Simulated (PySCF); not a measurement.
# Dipole moment and polarisability across levels of theory

Compound: CH₃N.
SMILES: `C=N`

PySCF, dipoles from the SCF density, polarisabilities from static response with core orbitals frozen. Geometry: PBE0-D3(BJ)/def2-SVP; no solvent, vibrations or thermal averaging.

Reference dipole: 2.000 D (measured, gas; NIST CCCBDB Release 22 (SRD 101), experimental dipoles). Reference dipole: 2.067 D (computed, CCSD(T)/CBS, all electrons, equilibrium geometry, gas; Hait, Head-Gordon, J. Chem. Theory Comput. 14 (2018) 1969). Reference polarisability: 3.255 Å³ (computed, CCSD(T)/CBS, static electronic, isotropic average, equilibrium geometry, gas; Hait, Head-Gordon, Phys. Chem. Chem. Phys. 20 (2018) 19800). Errors are taken against the first value of each kind. The anisotropy is √(½[(α1 − α2)² + (α2 − α3)² + (α3 − α1)²]).

```
              level  μ (D)  error (%)  α (Å³)  error (%)  anisotropy (Å³)
      LDA/def2-SVPD  1.994       -0.3    3.37       +3.5             1.66
      PBE/def2-SVPD  1.925       -3.8    3.33       +2.4             1.67
    B3LYP/def2-SVPD  2.017       +0.8    3.28       +0.8             1.65
     PBE0/def2-SVPD  2.018       +0.9    3.24       -0.5             1.63
BHandHLYP/def2-SVPD  2.112       +5.6    3.20       -1.7             1.64
CAM-B3LYP/def2-SVPD  2.082       +4.1    3.25       -0.3             1.63
  wB97X-D/def2-SVPD  2.079       +3.9    3.25       -0.1             1.60
  LC-wPBE/def2-SVPD  2.110       +5.5    3.17       -2.6             1.58
       HF/def2-SVPD  2.236      +11.8    3.16       -2.8             1.69
        PBE0/6-31G*  2.002       +0.1    2.46      -24.3             2.22
       PBE0/6-31+G*  2.240      +12.0    2.92      -10.4             1.99
      PBE0/def2-SVP  1.937       -3.1    2.54      -21.8             2.03
   PBE0/aug-cc-pVDZ  2.026       +1.3    3.37       +3.5             1.63
     PBE0/def2-TZVP  2.020       +1.0    3.02       -7.2             1.88
    PBE0/def2-TZVPD  2.013       +0.6    3.37       +3.5             1.61
   PBE0/aug-cc-pVTZ  2.017       +0.9    3.41       +4.7             1.60
```

For the dipole, the smallest error is 0.1% (PBE0/6-31G*) and the largest 12.0% (PBE0/6-31+G*). For the polarisability, the smallest error is 0.1% (wB97X-D/def2-SVPD) and the largest 24.3% (PBE0/6-31G*). The dipole runs from 1.92 D (PBE/def2-SVPD) to 2.24 D (PBE0/6-31+G*). In one basis (def2-SVPD) the functionals order the polarisability from HF (lowest) to LDA (highest), a spread of 6%. With PBE0 the polarisability is 2.68 Å³ without diffuse functions (mean of 6-31G*, def2-SVP and def2-TZVP) and 3.26 Å³ with them (mean of 6-31+G*, def2-SVPD, aug-cc-pVDZ, def2-TZVPD and aug-cc-pVTZ). Measured values can belong to vibrating molecules; the computed ones are for one fixed geometry.
